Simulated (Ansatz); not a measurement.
# C3H5N: vertical ionisation energy

An exercise on one series of results from a longer session: the logs are not shown, and one member is left open.

Method: unrestricted cation, the program's frozen cores in correlated methods; program: Ansatz 0.2.0, Gaussian basis.

Plan: UKS PBE-D4/def2-TZVPP; UKS r2SCAN-D4/def2-TZVPP; UKS PBE0-D4/def2-TZVPP; UKS B3LYP-D4/def2-TZVPP; UKS wB97X-V/def2-TZVPP; UKS wB97M-V/def2-TZVPP; UKS B2PLYP/def2-TZVPP; UHF-MP2/def2-TZVPP; UHF-MP2/def2-QZVPP; then −ε(HOMO) from the neutral's earlier runs with LDA (SPW92), PBE-D4, revPBE-D4, BLYP-D4, r2SCAN-D4, B97M-V, PBE0-D4, B3LYP-D4, r2SCANh-D4, r2SCAN0-D4, HSE06-D4, BHLYP-D4, CAM-B3LYP-D4, LC-ωPBE, ωB97X-V, ωB97M-V.

1 further run of the same task is left out (it didn't finish).

### Structure used throughout

The geometry comes from an earlier relaxation with PBE0-D4 in a triple-zeta def2 set; it is a stationary point, not always the lowest conformer.

SMILES `CC=C=N`, 9 atoms, charge 0, spin multiplicity 1.

Atoms are counted from 1 here; the program's logs count them from 0.

Bond lengths: C1–C2 1.499 Å, C1–H5 1.094 Å, C1–H6 1.090 Å, C1–H7 1.094 Å, C2–C3 1.306 Å, C2–H8 1.085 Å, C3–N4 1.222 Å, N4–H9 1.019 Å. Angles: C2–C1–H5 111.3°, C2–C1–H6 111.2°, C2–C1–H7 110.9°, H5–C1–H6 108.0°, H5–C1–H7 107.4°, H6–C1–H7 107.9°, C1–C2–C3 123.9°, C1–C2–H8 119.4°, C3–C2–H8 116.7°, C2–C3–N4 174.2°, C3–N4–H9 115.4°.

Set-up of the first run:

Contents of in.yaml:

```yaml
crystal:
  periodic: [false, false, false]
  atoms:
    - {symbol: C, position_ang: [-0.018770, 0.625615, -1.138421]}
    - {symbol: C, position_ang: [0.286770, -0.515092, -0.215085]}
    - {symbol: C, position_ang: [0.132480, -0.465429, 1.080844]}
    - {symbol: N, position_ang: [0.103281, -0.373629, 2.298723]}
    - {symbol: H, position_ang: [-0.795163, 0.354952, -1.859727]}
    - {symbol: H, position_ang: [-0.362931, 1.500122, -0.585422]}
    - {symbol: H, position_ang: [0.869679, 0.915834, -1.706426]}
    - {symbol: H, position_ang: [0.651317, -1.450429, -0.627509]}
    - {symbol: H, position_ang: [-0.778163, -0.638345, 2.735924]}
basis:
  gaussian: {orbitals: def2-TZVPP}
total_charge: 1
magnetization: {spin_polarized: true, initial_magnetization: 1}
hamiltonian: {xc: pbe, dispersion: d4}
```

Among the steps run: Cation, UKS PBE-D4/def2-TZVPP; Cation, UKS r2SCAN-D4/def2-TZVPP; Cation, UKS PBE0-D4/def2-TZVPP; Cation, UKS B3LYP-D4/def2-TZVPP; Cation, UKS wB97X-V/def2-TZVPP; Cation, UKS wB97M-V/def2-TZVPP; Cation, UKS B2PLYP (frozen core)/def2-TZVPP; Cation, UHF-MP2/def2-TZVPP; Cation, UHF-MP2/def2-QZVPP.

One of the session's tables, all rows but one given; the rest of the session is left out.

Orbital estimates, from the neutral's runs:

| functional | −ε(HOMO) (eV) |
| --- | --- |
| LDA (SPW92) | 5.44 |
| PBE-D4 | 5.32 |
| revPBE-D4 | 5.27 |
| BLYP-D4 | 5.20 |
| r2SCAN-D4 | 5.52 |
| B97M-V | 5.58 |
| PBE0-D4 | 6.50 |
| B3LYP-D4 | 6.30 |
| r2SCANh-D4 | 5.96 |
| r2SCAN0-D4 | 6.64 |
| HSE06-D4 | ? |
| BHLYP-D4 | 7.58 |
| CAM-B3LYP-D4 | 7.82 |
| LC-ωPBE | 9.13 |
| ωB97X-V | 8.78 |
| ωB97M-V | 8.68 |

**Question.** Estimate the row for HSE06-D4.

**Answer.** −ε(HOMO) (eV): 6.10. In the column «−ε(HOMO) (eV)» it lies between r2SCANh-D4 (5.96) and B3LYP-D4 (6.30).

Caveats from the session: The cation may have settled in a state other than its lowest; no search over hole states beyond the program's own was made.
